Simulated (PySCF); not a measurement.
A GIAO shielding run with PySCF (density fitting, non-relativistic, gas phase) on SMILES FCSCF, C2H4F2S:

```
$ OMP_NUM_THREADS=1 python probes_run.py task.json out

{"job": {"kind": "nmr", "xc": "PBE0", "basis": "pcSseg-1"}, "charge": 0, "multiplicity": 1}
F      0.848722     1.477087     0.817354
C      1.200032     0.213986     0.451831
S     -0.197452    -0.934438     0.619175
C     -1.213990    -0.293208    -0.742224
F     -0.652664    -0.568893    -1.951093
H      1.990980    -0.131792     1.119697
H      1.528562     0.241199    -0.590281
H     -2.184392    -0.789837    -0.690506
H     -1.306235     0.791889    -0.650547
```

Hardware: 1 thread of an Arm Neoverse V2, shared host. The job also computes population analyses, field gradients.

(1) How large is the calculation?

(2) How long does it take, and how much memory does it need?

Results:

(1) 50 electrons, 112 basis functions and 605 auxiliary functions.

(2) 8.1 s of wall time, with 12 SCF cycles and 5 response iterations; peak memory 0.5 GiB. Times on a shared host scatter by some tens of per cent.
